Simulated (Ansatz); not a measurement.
# SiNH2 (doublet): the correlation ladder at distance Si1–N2 = 1.706 Å, cc-pVTZ

Aim: climb from Hartree-Fock through coupled cluster and multireference methods for SiNH2 (doublet) at one geometry and basis, and see what each rung misses.

The runs use Ansatz 0.2.0, Gaussian basis; cc-pVTZ, core rule «outside noble gas», up to 6 orbitals frozen.

The runs, in order: UHF; CCSD(T) on ROHF; CCSD(T) on UHF; BCCD(T) on ROHF; CCSDT(Q) on ROHF; CCSDT(Q) on UHF; CASSCF and NEVPT2, 3 electrons in 3 orbitals; CASSCF and NEVPT2, 11 electrons in 10 orbitals.

2 further runs of the same task are left out: 2 for a known fault of the program. Runs told in other sessions of the task aren't counted.

## Step 1: What is computed

The geometry derives from a PBE0/def2-TZVP stationary point (not a proven minimum). One bond is set to the value named and the two fragments are kept rigid.

4 atoms, charge 0, spin multiplicity 2.

Atoms are counted from 1 here; the program's logs count them from 0.

Bond lengths: Si1–N2 1.705 Å, N2–H3 1.010 Å, N2–H4 1.010 Å. Angles: Si1–N2–H3 124.3°, Si1–N2–H4 124.3°, H3–N2–H4 111.4°.

## Step 2: UHF

in.yaml reads:

```yaml
crystal:
  periodic: [false, false, false]
  atoms:
    - {symbol: Si, position_ang: [0.000000, 0.000000, 0.645532]}
    - {symbol: N, position_ang: [0.000000, 0.000000, -1.059936]}
    - {symbol: H, position_ang: [0.000000, 0.834992, -1.628999]}
    - {symbol: H, position_ang: [0.000000, -0.834993, -1.628999]}
basis:
  gaussian: {orbitals: cc-pVTZ}
magnetization: {spin_polarized: true, initial_magnetization: 1}
hamiltonian: {xc: hf}
output: {orbitals: {seedname: orbitals}}
```

On the command line:

```console
$ ansatz run in.yaml --threads 1 --pin off --events-out ev --progress --plain --max-ram 2816MiB --backend cpu
```

The runs that follow: CCSD(T) on ROHF; CCSD(T) on UHF; BCCD(T) on ROHF; CCSDT(Q) on ROHF; CCSDT(Q) on UHF; CASSCF and NEVPT2, 3 electrons in 3 orbitals; CASSCF and NEVPT2, 11 electrons in 10 orbitals.

**Question.** What will the summary of the whole plan be? Wanted: UCCSDT(Q) from the RHF energy; RMP2 from UCCSDT(Q); UMP2 from UCCSDT(Q); RCCSD from UCCSDT(Q); RCCSD(T) from UCCSDT(Q); UCCSD(T) from UCCSDT(Q); RCCSDT(Q) from UCCSDT(Q); NEVPT2 pair from UCCSDT(Q); NEVPT2 valence from UCCSDT(Q).

**Answer**, as computed:

| quantity | value |
| --- | --- |
| UCCSDT(Q) from the ROHF energy | -9.2112 eV |
| RMP2 from UCCSDT(Q) | +985.1 meV |
| UMP2 from UCCSDT(Q) | +1013.0 meV |
| RCCSD from UCCSDT(Q) | +403.5 meV |
| RCCSD(T) from UCCSDT(Q) | +40.7 meV |
| UCCSD(T) from UCCSDT(Q) | +40.8 meV |
| RCCSDT(Q) from UCCSDT(Q) | +2.1 meV |
| NEVPT2 pair from UCCSDT(Q) | +1063.0 meV |
| NEVPT2 valence from UCCSDT(Q) | +1579.4 meV |
| levels within 1 kcal/mol (43 meV) | RCCSD(T), UCCSD(T), BCCD(T), RCCSDT, UCCSDT, RCCSDT(Q) |
| T1 diagnostic | 0.021 |
| effectively unpaired electrons | 1.02 |

RCCSD(T) lands +40.7 meV from the yardstick (0.4 % of the correlation energy). One determinant dominates. Of the multireference levels listed NEVPT2 pair comes nearest in total energy (+1063.0 meV), which doesn't show that its space is the better one. These misses are within one basis, not against nature; the frozen cores of restricted and unrestricted runs differ, which can shift their rows.
